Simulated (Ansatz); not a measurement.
# The cluster Cu₂Pt: geometry, orbitals and charge

What does the cluster Cu₂Pt look like as a singlet, and where do its frontier electrons sit?

Program: Ansatz 0.2.0, Gaussian basis. Level of theory: RKS PBE0-D4/def2-TZVP. These are calculated values, not measurements.

Levels to be run: relaxation at r2SCAN-D4/def2-TZVP; a search for the lowest solution at PBE0-D4/def2-SVP; a single point at PBE0-D4/def2-TZVP; harmonic vibrations at r2SCAN-D4/def2-TZVP.

2 further runs of the same task are left out: 1 that didn't finish, 1 set aside as unsound or not needed.

### Step 1. The starting structure

3 atoms, charge 0, spin multiplicity 1.

Atoms are counted from 1 here; the program's logs count them from 0.

Bond lengths: Pt1–Cu2 2.314 Å, Pt1–Cu3 2.315 Å, Cu2–Cu3 2.413 Å. Angles: Cu2–Pt1–Cu3 62.8°, Pt1–Cu2–Cu3 58.6°, Pt1–Cu3–Cu2 58.6°.

Geometry (Å):

```mol
Cu2Pt
  3D, bonds by distance, orders not assigned

  3  3  0  0  0  0  0  0  0  0999 V2000
    0.1963   -1.2947    0.1408 Pt  0  0
    0.6541    0.8609    0.8485 Cu  0  0
   -0.8504    0.4339   -0.9893 Cu  0  0
  1  2  8  0
  1  3  8  0
  2  3  8  0
M  END
```

Pt takes a core potential in the def2 sets. No spin-orbit coupling is included.

The start is a GFN1-xTB geometry.

### Step 2. Optimising with r2SCAN-D4/def2-TZVP

in.yaml

```yaml
crystal:
  periodic: [false, false, false]
  atoms:
    - {symbol: Pt, position_ang: [0.196330, -1.294720, 0.140820]}
    - {symbol: Cu, position_ang: [0.654070, 0.860870, 0.848450]}
    - {symbol: Cu, position_ang: [-0.850400, 0.433850, -0.989270]}
basis:
  gaussian: {orbitals: def2-TZVP}
hamiltonian: {xc: r2scan, dispersion: d4}
scf: {lower_state_search: "off"}
output: {orbitals: {seedname: orbitals}}
relax: {f_tol: 0.02, max_steps: 100}
```

The run is started by

```bash
$ ansatz run in.yaml --threads 4 --pin off --events-out ev --progress --plain --max-ram 3916MiB
```

The runs that follow: Searching for the lowest solution, PBE0-D4/def2-SVP; Single point, PBE0-D4/def2-TZVP; Vibrations by finite differences.

**Question.** What will the summary of the whole plan be? Wanted: point group; commonest bond; HOMO, LUMO at PBE0-D4/def2-TZVP; dipole at r2SCAN-D4/def2-TZVP; lowest, highest wavenumber.

**Answer**, as computed:

| quantity | value |
| --- | --- |
| point group | C2v |
| commonest bond | Cu–Pt, 2 of mean length 2.354 Å |
| HOMO, LUMO at PBE0-D4/def2-TZVP | -5.16, -2.37 eV |
| dipole at r2SCAN-D4/def2-TZVP | 2.40 D |
| lowest, highest wavenumber | 146, 275 cm⁻¹ |

**Reading.** The molecule keeps its bonding pattern by the stored test; the atoms moved 0.02 Å (rms). All wavenumbers are real: a minimum at this level. Whether this spin is the lowest isn't tested here.
